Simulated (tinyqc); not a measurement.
Worked calculation: Hueckel theory of the pi electrons, for the molecule C=N[CH2+] (SMILES; centres numbered as the heavy atoms are written). One step of it, computed by the program tinyqc.

Problem. Orbitals. Diagonalise; E = alpha + x beta with beta < 0, so the largest x are filled first; degenerate levels share their electrons. P = sum n_i c_ri c_si; each orbital has its largest coefficient positive (the first on a tie).

Hueckel matrix in units of beta (H = alpha + beta A), order 1C, 2N, 3C:
$$\begin{pmatrix}
0.000000 & 1.000000 & 0.000000 \\
1.000000 & 0.500000 & 1.000000 \\
0.000000 & 1.000000 & 0.000000
\end{pmatrix}$$

pi electrons, sum of z_r less the charge = 2

Give: x values; occupations; coefficients; charge and bond-order matrix P.

Solution.

x values: [1.686, 0.000, -1.186]

occupations: [2.000, 0.000, 0.000]

coefficients, order 1C, 2N, 3C:
$$\begin{pmatrix}
0.454 & 0.707 & -0.542 \\
0.766 & 0.000 & 0.643 \\
0.454 & -0.707 & -0.542
\end{pmatrix}$$

charge and bond-order matrix P, order 1C, 2N, 3C:
$$\begin{pmatrix}
0.413 & 0.696 & 0.413 \\
0.696 & 1.174 & 0.696 \\
0.413 & 0.696 & 0.413
\end{pmatrix}$$
